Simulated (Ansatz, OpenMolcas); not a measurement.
## Worked example: vertical ionisation energy of OCS (carbonyl sulfide)

OCS has 3 atoms, charge 0, and is taken as a singlet. As SMILES, `O=C=S`. Geometry: relaxed at GFN2-xTB.

```
atom    x (Å)    y (Å)    z (Å)
   O   0.9177   0.6827   0.5796
   C   0.0927   0.0663   0.0583
   S  -1.0104  -0.7490  -0.6379
```

Both states at this one shape; open shells run unrestricted unless said. 1 Eh = 27.2114 eV.

| level | program | singlet OCS (Eh) | doublet OCS+ (Eh) |
| --- | --- | --- | --- |
| HF/STO-3G, open shells restricted | OpenMolcas | -504.402648 | -504.135438 |
| wB97M-V/STO-3G | Ansatz | -505.634983 | -505.323836 |
| CCSDT/STO-3G, 7 core orbitals frozen | Ansatz | -504.593342 | -504.329699 |

Work out the vertical ionisation energy at each level.


1. HF/STO-3G, open shells restricted: -504.135438 − (-504.402648) = 0.267210 Eh = 7.27 eV.
2. wB97M-V/STO-3G: -505.323836 − (-505.634983) = 0.311147 Eh = 8.47 eV.
3. CCSDT/STO-3G: -504.329699 − (-504.593342) = 0.263643 Eh = 7.17 eV.

No measured value is set beside it here; the levels span 7.17 to 8.47 eV. Minimal sets are far from the basis-set limit. The reference of the second state is spin-contaminated at CCSDT/STO-3G (⟨S²⟩ = 0.95).
